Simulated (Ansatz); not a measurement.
**C3H5FO2: a ladder of functionals and wavefunction methods**

One table from this session's results is given with a row withheld; the runs are named, their logs left out.

The runs use Ansatz 0.2.0, Gaussian basis; functionals in def2-TZVPP, the program's frozen cores in correlated methods.

The runs, in order: LDA (SPW92), PBE-D4, revPBE-D4, BLYP-D4, r2SCAN-D4, B97M-V, PBE0-D4, B3LYP-D4, r2SCANh-D4, r2SCAN0-D4, HSE06-D4, BHLYP-D4, CAM-B3LYP-D4, LC-ωPBE, ωB97X-V, ωB97M-V, B2PLYP, PBE-QIDH; CCSD(T)/def2-SVP; CCSD(T)/def2-TZVPP; MP2/def2-QZVPP; extrapolation to the limit; RPA on PBE.

### The geometry

An earlier PBE0-D4 in a triple-zeta def2 set relaxation fixed the geometry.

SMILES `O/C=C(/O)CF`, 11 atoms, charge 0, spin multiplicity 1.

Atoms are counted from 1 here; the program's logs count them from 0.

Bond lengths: O1–C2 1.357 Å, O1–H7 0.964 Å, C2–C3 1.332 Å, C2–H8 1.086 Å, C3–O4 1.372 Å, C3–C5 1.491 Å, O4–H9 0.961 Å, C5–F6 1.388 Å, C5–H10 1.095 Å, C5–H11 1.095 Å. Angles: C2–O1–H7 108.7°, O1–C2–C3 128.3°, O1–C2–H8 111.8°, C3–C2–H8 119.9°, C2–C3–O4 123.6°, C2–C3–C5 128.0°, O4–C3–C5 108.4°, C3–O4–H9 109.4°, C3–C5–F6 111.7°, C3–C5–H10 110.4°, C3–C5–H11 110.3°, F6–C5–H10 107.9°, F6–C5–H11 107.9°, H10–C5–H11 108.5°.

The first run:

The input, in.yaml:

```yaml
crystal:
  periodic: [false, false, false]
  atoms:
    - {symbol: O, position_ang: [-1.613398, -1.168884, -0.664101]}
    - {symbol: C, position_ang: [-0.681730, -0.996387, 0.306872]}
    - {symbol: C, position_ang: [0.261902, -0.060295, 0.389554]}
    - {symbol: O, position_ang: [1.159229, 0.024839, 1.424486]}
    - {symbol: C, position_ang: [0.543589, 1.046314, -0.569351]}
    - {symbol: F, position_ang: [-0.321001, 1.018500, -1.654362]}
    - {symbol: H, position_ang: [-1.493139, -0.484737, -1.332119]}
    - {symbol: H, position_ang: [-0.769357, -1.746186, 1.087858]}
    - {symbol: H, position_ang: [0.981452, -0.673812, 2.060131]}
    - {symbol: H, position_ang: [0.431632, 2.017162, -0.075652]}
    - {symbol: H, position_ang: [1.566121, 0.966483, -0.952516]}
basis:
  gaussian: {orbitals: def2-TZVPP}
hamiltonian: {xc: lda}
output: {orbitals: {seedname: orbitals}}
```

On the command line:

```bash
$ ansatz run in.yaml --threads 4 --pin off --events-out ev --progress --plain --max-ram 10444MiB
```

Steps of the session up to this table: LDA; PBE-D4 (GGA); revPBE-D4 (GGA); BLYP-D4 (GGA); r2SCAN-D4 (meta-GGA); B97M-V (meta-GGA); PBE0-D4 (hybrid); B3LYP-D4 (hybrid); r2SCANh-D4 (hybrid); r2SCAN0-D4 (hybrid); HSE06-D4 (hybrid); BHLYP-D4 (hybrid); CAM-B3LYP-D4 (range-separated); LC-ωPBE (range-separated); ωB97X-V (range-separated); ωB97M-V (range-separated); B2PLYP (double hybrid); PBE-QIDH (double hybrid).

One of the session's tables, all rows but one given; the rest of the session is left out.

It belongs to the step «Frontier levels by functional». 

```
  functional  HOMO (eV)  LUMO (eV)  gap (eV)
 LDA (SPW92)      -4.88      -0.48      4.40
      PBE-D4      -4.69      -0.25      4.44
   revPBE-D4      -4.61      -0.14      4.47
     BLYP-D4      -4.59      -0.25      4.34
   r2SCAN-D4      -4.91       0.34      5.24
      B97M-V      -4.97       0.08      5.05
     PBE0-D4      -5.97       0.74      6.71
    B3LYP-D4      -5.78       0.36      6.14
  r2SCANh-D4      -5.39       0.67      6.06
  r2SCAN0-D4      -6.12       1.14      7.26
    HSE06-D4      -5.57       0.36      5.93
    BHLYP-D4      -7.17       1.45      8.61
CAM-B3LYP-D4      -7.36       1.56      8.91
     LC-ωPBE          ?          ?         ?
     ωB97X-V      -8.30       2.75     11.04
     ωB97M-V      -8.22       2.30     10.52
```

Q: Estimate the row for LC-ωPBE from the others.

As computed: HOMO (eV): -8.65; LUMO (eV): 2.95; gap (eV): 11.60. In the column «HOMO (eV)» it is the lowest.
